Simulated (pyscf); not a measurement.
Thermochemistry of product channels of H₂C=SiH₂ + Cl• on the doublet surface, in kcal/mol, from CCSD(T)/def2-TZVPP + ΔMP2(QZVPP) energies (ideal gas, 1 atm, RRHO with modes under 100 cm⁻¹ raised to 100, one conformer, R ln 2 for rigid chiral ones). Optimised with ωB97X-D3(BJ)/def2-SVP in PySCF. Correlated levels are frozen-core, on RHF or UHF. ΔMP2 is the change of the MP2 total energy from the triple- to the quadruple-zeta basis.

| products | ΔE | ΔH(298 K) | ΔG(900 K) | ΔG(1200 K) |
|---|---|---|---|---|
| H₃C–SiH•–Cl | -85.6 | -82.7 | -60.6 | -53.0 |
| [H₂C=SiH]• + HCl | -9.9 | -11.2 | -18.9 | -21.3 |
| •H₂Si–CH₂–Cl | -43.8 | -42.4 | -19.7 | -12.1 |
| •H₂C–SiH₂–Cl | -74.4 | -73.9 | -53.4 | -46.7 |

These are energies of the channels, which say nothing of barriers. The CCSD(T) − MP2 part came from Ansatz, without density fitting, on the same reference. An open-shell T1 diagnostic exceeds 0.045. A UHF reference is spin-contaminated (<S²> up to 1.18), which harms MP2 most. Left out: orbital degeneracy and the spin-orbit lowering of Cl.
